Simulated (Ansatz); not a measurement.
Input file:

```yaml
crystal:
  periodic: [false, false, false]
  atoms:
    - {symbol: Al, position_ang: [0.000000, 0.000000, 0.000000]}
    - {symbol: Al, position_ang: [0.000000, 0.000000, 2.478843]}
basis:
  gaussian: {orbitals: 6-31G}
correlation: {method: sc_nevpt2, electrons: all, active_space: {window: {electrons: 40, orbitals: 30}}}
```

```sh
$ ansatz run in.yaml --threads 1 --pin off --events-out ev --progress --plain --max-ram 2393MiB
```

Task: One thing in this input was set wrong on purpose, beside settings that are merely unusual. What is the gravest fault, and what does the program do?

Result: Impossible active window. How the run ends: stopped by an error.
```
276 factors; integrals over basis functions are off by at most 1.1e-4 eV
mean field evaluation 1: about -13161.4822 eV, gradient 2.9e0 eV
mean field evaluation 2: about -13161.4836 eV, gradient 2.9e0 eV
mean field evaluation 4: about -13161.5735 eV, gradient 2.1e-1 eV
mean field evaluation 8: about -13161.5723 eV, gradient 7.5e-7 eV
mean field evaluation 16: about -13161.6836 eV, gradient 8.3e-1 eV
mean field evaluation 32: about -13161.5723 eV, gradient 5.3e-4 eV
mean field evaluation 64: about -13161.6455 eV, gradient 3.1e-1 eV
mean field evaluation 96: about -13161.5723 eV, gradient 3.2e-3 eV
mean field -13161.68417763 eV, -483.6829722179 hartree, gradient 3.8e-6 eV, S^2 0.000000; 11 other end points of the search recorded, 0 dependent functions left out; unrestricted orbitals would lower it
reference -13161.62360794 eV, -483.6807463228 hartree; 13, 13 occupied and 13, 13 virtual orbitals, 276 factors
Error: 40 electrons in 30 orbitals form no window around the highest filled level of the reference
```
